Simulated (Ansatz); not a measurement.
We consider body-centred tetragonal In, described by r²SCAN-D4 in Ansatz (PAW).

Run with plane-wave cutoff 560 eV, 24×24×24 k mesh, Fermi–Dirac smearing 0.05 eV, scalar-relativistic PAW data made under PBE.

Cell (relaxed at this level):

```
CELL_PARAMETERS angstrom
     -1.61517     1.61517     2.47869
      1.61517    -1.61517     2.47869
      1.61517     1.61517    -2.47869
ATOMIC_POSITIONS crystal
  In 0.00000 0.00000 0.00000
```

Q: Estimate the bulk modulus and pressure derivative B′ of the bulk modulus that the calculation returns.

A: 
- bulk modulus: 44.5 GPa
- pressure derivative B′ of the bulk modulus: 5.2

The run finds no gap.

Measured, for comparison: bulk modulus 44.7 GPa (copied from a table, unchecked, extrapolated to 0 K and zero-point effects removed; as tabulated in Lejaeghere et al. (2013), arXiv:1204.2733). Computed (rounded) less measured: bulk modulus not scored (unchecked).

Note: the bulk modulus comes from volumes at which shape and atoms were relaxed.

Spin–orbit coupling is not included.

Computing time: roughly 9 core-minutes.

Ansatz is a program for electronic structure.
